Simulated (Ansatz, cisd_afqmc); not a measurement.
Species: H₂OCl, charge 1, singlet. H2OCl+ (SMILES [OH2+]Cl).
B3LYP-D3(BJ)/def2-TZVP minimum from Ansatz (a first-principles code):
```xyz
4

O     -0.0211     1.0722    -0.0746
H     -0.9457     1.3908     0.0477
Cl     0.0314    -0.6722    -0.0032
H      0.5812     1.4595     0.6026
```
Charge +1, spin multiplicity 1.

Total energies in cc-pV(T+d)Z, 14 correlated electrons, 6 frozen orbitals. Radicals and triplets start from unrestricted determinants; spin-orbit coupling is neglected. Cores are frozen in correlated methods. No relativity. AFQMC/CISD: phaseless, guided by CISD from CCSD amplitudes; bars are statistical, one sigma. Outlying blocks are dropped, and bars are widened where a walk drifts. Over all cases where full CI ran beside it in this data, AFQMC minus full CI had a median of +0.1 mEh and passed +0.4 mEh in a tenth of the cases.

```tsv
method	program	energy (Eh)	minus CCSDT(Q) (mEh)
HF	Ansatz	-535.18136	476.80
MP2	Ansatz	-535.61458	43.58
CCSD	Ansatz	-535.63943	18.73
CCSD(T)	Ansatz	-535.65659	1.58
CCSDT(Q)	Ansatz	-535.65817	0.00
AFQMC/CISD	cisd_afqmc	-535.6578 ± 0.0004	0.3 ± 0.4
```

Rough core times of Ansatz's runs on a shared machine: CCSD(T) under 20 s, CCSDT(Q) 6 min.
